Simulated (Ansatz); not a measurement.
Calculated with Ansatz (gas phase, PBE0-D4/def2-TZVP geometries, no zero-point term in ΔE). CBS: MP2 limit from def2 TZ/QZ plus the TZ coupled-cluster correction, frozen cores. DFT in def2-TZVPP. One conformer a species, not always the lowest.

Consider the isomerisation: `COCCN` → `CCC(N)O`.

CCSD(T)/CBS gives -81.1 kJ/mol.

Another level gave -77.4 kJ/mol. Which?
A. BLYP/def2-TZVPP
B. revPBE/def2-TZVPP
C. B97M-V/def2-TZVPP
D. MP2/def2-TZVPP

C. B97M-V -77.4, revPBE -72.4, MP2/def2-TZVPP -83.8, BLYP -67.6 kJ/mol.

Largest T1 diagnostic among the species: 0.010.

From PBE to PBE0 (25 % exact exchange), in def2-TZVPP and without D4, ΔE moves by −3.0 kJ/mol. Leaving LDA and LC-ωPBE aside and taking each functional with its dispersion term where it has one, the values, not all of them listed here, spread over 13.3 kJ/mol, from PBE-QIDH to BLYP-D4. LDA lies −6.6 kJ/mol from PBE without D4.

CCSD(T)/CBS has its own doubt, a few kJ/mol and more with outer-core shells, so smaller differences from it don't rank the levels.
